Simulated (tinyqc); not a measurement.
Worked calculation: UHF in the sto-6g basis, for H2O, spin multiplicity 1. One step of it, computed by the program tinyqc.

Problem. Iteration 13 (converged): orbitals. Diagonalise F' = X^T F X, C = X C', fill 5 alpha and 5 beta electrons from the bottom; D(s) = C_occ C_occ^T. Each column has its largest component positive (the first on a tie).

converged F(alpha) (hartree), lower triangle:
```
             1O 1s      1O 2s     1O 2px     1O 2py     1O 2pz      2H 1s      3H 1s
1O 1s   -20.532749
1O 2s    -4.965297  -2.298303
1O 2px    0.000000   0.000000  -0.394687
1O 2py    0.000000   0.000000   0.000000  -0.213609
1O 2pz   -0.023151  -0.057427   0.000001   0.000000  -0.254485
2H 1s    -0.743905  -0.710831   0.000000  -0.337481  -0.308611  -0.366352
3H 1s    -0.743905  -0.710831   0.000000   0.337481  -0.308611  -0.210027  -0.366352
```

converged F(beta) (hartree), lower triangle:
```
             1O 1s      1O 2s     1O 2px     1O 2py     1O 2pz      2H 1s      3H 1s
1O 1s   -20.532749
1O 2s    -4.965297  -2.298303
1O 2px    0.000000   0.000000  -0.394687
1O 2py    0.000000   0.000000   0.000000  -0.213609
1O 2pz   -0.023151  -0.057427  -0.000001   0.000000  -0.254485
2H 1s    -0.743905  -0.710831   0.000000  -0.337481  -0.308611  -0.366352
3H 1s    -0.743905  -0.710831   0.000000   0.337481  -0.308611  -0.210027  -0.366352
```

X, lower triangle:
```
            1O 1s      1O 2s    1O 2px     1O 2py     1O 2pz      2H 1s     3H 1s
1O 1s    1.022144
1O 2s   -0.130537   1.129620
1O 2px   0.000000   0.000000  1.000000
1O 2py   0.000000   0.000000  0.000000   1.058695
1O 2pz  -0.005958   0.059503  0.000000   0.000000   1.032555
2H 1s    0.016141  -0.196732  0.000000  -0.154278  -0.108024   1.104419
3H 1s    0.016141  -0.196732  0.000000   0.154278  -0.108024  -0.053716  1.104419
```

Give: F' = X^T F X; orbital energies; coefficients C; F' = X^T F X; orbital energies; coefficients C; D(alpha) after iteration 13; D(beta) after iteration 13.

Solution.

F' = X^T F X (alpha) (hartree), lower triangle:
```
         1       2       3       4       5       6       7
1  -20.209
2   -2.497  -1.301
3    0.000   0.000  -0.395
4    0.000   0.000   0.000  -0.026
5   -0.044   0.094   0.000   0.000  -0.143
6   -0.091  -0.360   0.000  -0.367  -0.286  -0.037
7   -0.091  -0.360   0.000   0.367  -0.286  -0.058  -0.037
```

orbital energies (alpha) (hartree): MO1 -20.536, MO2 -1.200, MO3 -0.522, MO4 -0.435, MO5 -0.395, MO6 0.422, MO7 0.517

coefficients C (alpha):
```
           MO1     MO2     MO3     MO4    MO5     MO6     MO7
1O 1s    0.997  -0.230   0.000   0.082  0.000  -0.094   0.000
1O 2s    0.014   0.910   0.000  -0.446  0.000   0.588   0.000
1O 2px   0.000   0.000   0.000   0.000  1.000   0.000   0.000
1O 2py   0.000   0.000   0.615   0.000  0.000   0.000   0.889
1O 2pz   0.002   0.070   0.000   0.735  0.000   0.741   0.000
2H 1s   -0.002   0.131   0.454   0.351  0.000  -0.680  -0.699
3H 1s   -0.002   0.131  -0.454   0.351  0.000  -0.680   0.699
```

F' = X^T F X (beta) (hartree), lower triangle:
```
         1       2       3       4       5       6       7
1  -20.209
2   -2.497  -1.301
3    0.000   0.000  -0.395
4    0.000   0.000   0.000  -0.026
5   -0.044   0.094   0.000   0.000  -0.143
6   -0.091  -0.360   0.000  -0.367  -0.286  -0.037
7   -0.091  -0.360   0.000   0.367  -0.286  -0.058  -0.037
```

orbital energies (beta) (hartree): MO1 -20.536, MO2 -1.200, MO3 -0.522, MO4 -0.435, MO5 -0.395, MO6 0.422, MO7 0.517

coefficients C (beta):
```
           MO1     MO2     MO3     MO4    MO5     MO6     MO7
1O 1s    0.997  -0.230   0.000   0.082  0.000  -0.094   0.000
1O 2s    0.014   0.910   0.000  -0.446  0.000   0.588   0.000
1O 2px   0.000   0.000   0.000   0.000  1.000   0.000   0.000
1O 2py   0.000   0.000   0.615   0.000  0.000   0.000   0.889
1O 2pz   0.002   0.070   0.000   0.735  0.000   0.741   0.000
2H 1s   -0.002   0.131   0.454   0.351  0.000  -0.680  -0.699
3H 1s   -0.002   0.131  -0.454   0.351  0.000  -0.680   0.699
```

D(alpha) after iteration 13, lower triangle:
```
         1O 1s   1O 2s  1O 2px  1O 2py  1O 2pz   2H 1s  3H 1s
1O 1s    1.054
1O 2s   -0.232   1.028
1O 2px   0.000   0.000   1.000
1O 2py   0.000   0.000   0.000   0.378
1O 2pz   0.046  -0.264   0.000   0.000   0.545
2H 1s   -0.004  -0.037   0.000   0.279   0.267   0.346
3H 1s   -0.004  -0.037   0.000  -0.279   0.267  -0.066  0.346
```

D(beta) after iteration 13, lower triangle:
```
         1O 1s   1O 2s  1O 2px  1O 2py  1O 2pz   2H 1s  3H 1s
1O 1s    1.054
1O 2s   -0.232   1.028
1O 2px   0.000   0.000   1.000
1O 2py   0.000   0.000   0.000   0.378
1O 2pz   0.046  -0.264   0.000   0.000   0.545
2H 1s   -0.004  -0.037   0.000   0.279   0.267   0.346
3H 1s   -0.004  -0.037   0.000  -0.279   0.267  -0.066  0.346
```
